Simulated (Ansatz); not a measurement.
The input, for Ansatz 0.2.0:

```yaml
crystal:
  periodic: [false, false, false]
  atoms:
    - {symbol: Cl, position_ang: [-1.621609, 0.026478, 0.000000]}
    - {symbol: H, position_ang: [-0.342809, 0.026478, 0.000000]}
    - {symbol: Si, position_ang: [1.880391, 0.026478, 0.000000]}
    - {symbol: H, position_ang: [2.492571, -0.847806, 1.090012]}
    - {symbol: H, position_ang: [2.492571, -0.847806, -1.090012]}
basis:
  gaussian: {orbitals: cc-pVTZ}
magnetization: {spin_polarized: false}
correlation: {method: ccsd_t, electrons: outside_noble_gas}
output: {forces: true}
```

```sh
$ ansatz run in.yaml --threads 1 --pin off --events-out ev --progress --plain --max-ram 4096MiB --backend cpu
```

The program prints:

```
630 factors; integrals over basis functions are off by at most 1.4e-3 eV
mean field evaluation 1: about -20411.0075 eV, gradient 1.4e1 eV
mean field evaluation 2: about -20411.0870 eV, gradient 1.4e1 eV
mean field evaluation 4: about -20411.9753 eV, gradient 1.6e0 eV
mean field evaluation 8: about -20411.9958 eV, gradient 1.7e-1 eV
mean field evaluation 16: about -20411.9966 eV, gradient 2.2e-6 eV
mean field -20411.99659302 eV, -750.1270390454 hartree, gradient 2.2e-6 eV, S^2 0.000000; 0 other end points of the search recorded, 0 dependent functions left out; unrestricted orbitals would lower it
10 core orbitals not correlated: weight in the atoms' cores, before any rotation towards them, 1.000 or more for the frozen orbitals, at most 0.000 for the correlated occupied ones
reference -20411.99659302 eV, -750.1270390454 hartree; 7, 7 occupied and 93, 93 virtual orbitals, 630 factors
second order -8.70265421 eV of doubles, -0.00000000 eV of singles
cycle   1  -9.57090857 eV  change   -8.7e-1 eV  update   7.3e-2
cycle   2  -9.90893088 eV  change   -3.4e-1 eV  update   2.8e-2
cycle   3  -9.93278605 eV  change   -2.4e-2 eV  update   1.0e-2
cycle   4  -9.92985649 eV  change    2.9e-3 eV  update   4.4e-3
cycle   5  -9.92966522 eV  change    1.9e-4 eV  update   1.6e-3
cycle   6  -9.92979603 eV  change   -1.3e-4 eV  update   7.0e-4
cycle   7  -9.92985991 eV  change   -6.4e-5 eV  update   3.0e-4
cycle   8  -9.92992709 eV  change   -6.7e-5 eV  update   1.6e-4
cycle   9  -9.92991333 eV  change    1.4e-5 eV  update   8.7e-5
cycle  10  -9.92986988 eV  change    4.3e-5 eV  update   4.9e-5
cycle  11  -9.92987702 eV  change   -7.1e-6 eV  update   2.6e-5
cycle  12  -9.92987862 eV  change   -1.6e-6 eV  update   1.0e-5
cycle  13  -9.92988413 eV  change   -5.5e-6 eV  update   3.7e-6
cycle  14  -9.92988547 eV  change   -1.3e-6 eV  update   1.4e-6
perturbative correction -0.34641337 eV, -0.0127304567 hartree
the calculation of the forces begins
Total energy: -20422.27289187 eV, -750.5046860624 hartree
Atom 0 at    -1.621609     0.026478     0.000000 Å, force    -0.672315    -0.144248     0.000000 eV/Å
Atom 1 at    -0.342809     0.026478     0.000000 Å, force     0.242232     0.301060    -0.000000 eV/Å
Atom 2 at     1.880391     0.026478     0.000000 Å, force     0.499716    -0.524415    -0.000000 eV/Å
Atom 3 at     2.492571    -0.847806     1.090012 Å, force    -0.034817     0.183802     0.004429 eV/Å
Atom 4 at     2.492571    -0.847806    -1.090012 Å, force    -0.034817     0.183802    -0.004429 eV/Å
Dipole moment:     0.392067     0.023714    -0.000000 e Å
```

Forces (eV/Å):
```
Cl  -0.672 -0.144  0.000
H    0.242  0.301  0.000
Si   0.500 -0.524  0.000
H   -0.035  0.184  0.004
H   -0.035  0.184 -0.004
```

Ran on 1 thread of AMD EPYC 7R13, shared host: 23 s wall, 0.56 GiB peak host memory.
